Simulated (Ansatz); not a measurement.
This geometry of CH4AlF + H2 (9 atoms, charge 0, multiplicity 1) is a first-order saddle point.

Theory: RKS PBE-D4/def2-SVP (Ansatz).

```xyz
9
Properties=species:S:1:pos:R:3
Al -0.107 -0.303 0.114
C -0.032 -0.080 2.218
H -1.048 0.084 2.629
H 0.566 -0.649 2.961
H 0.489 0.902 2.131
F 1.355 0.165 -0.579
H -1.503 0.097 -0.507
H -0.039 -2.007 0.543
H 0.003 -1.353 1.409
```

(1) Which two structures does it join? (They come from a converged band through this point; their orientation in space is the band's.)

(2) How far does it lie above each of them?

## Answers

(1) Bonds broken: Al1–C2, H8–H9. Bonds formed: Al1–H8, C2–H9. CH4AlF + H2 becomes AlFH2 + CH4.

Image 0:

```xyz
9
Properties=species:S:1:pos:R:3
Al -0.013 -0.009 0.365
C 0.051 0.290 2.296
H -0.876 -0.043 2.808
H 0.916 -0.215 2.774
H 0.161 1.377 2.502
F 1.451 -0.090 -0.473
H -1.315 0.047 -0.558
H -0.553 -2.249 0.276
H -0.136 -2.253 0.929
```

Image 8:

```xyz
9
Properties=species:S:1:pos:R:3
Al -0.112 -0.572 -0.245
C -0.021 -0.192 2.438
H -0.882 0.441 2.714
H 0.587 -0.441 3.328
H 0.641 0.359 1.735
F 1.226 0.438 -0.498
H -1.544 0.121 -0.317
H 0.175 -2.139 -0.262
H -0.386 -1.159 2.027
```

(2) 1.04 eV above the first and 1.32 eV above the second. This is the barrier of this one path; another mechanism may lie lower. The orbitals stay closed-shell, which can raise the energy where a bond breaks towards radicals; this wasn't checked here.

The run took 110 s on 1 thread of Intel(R) Xeon(R) 6975P-C (Granite Rapids), with other jobs on the host, peak memory 0.15 GiB.
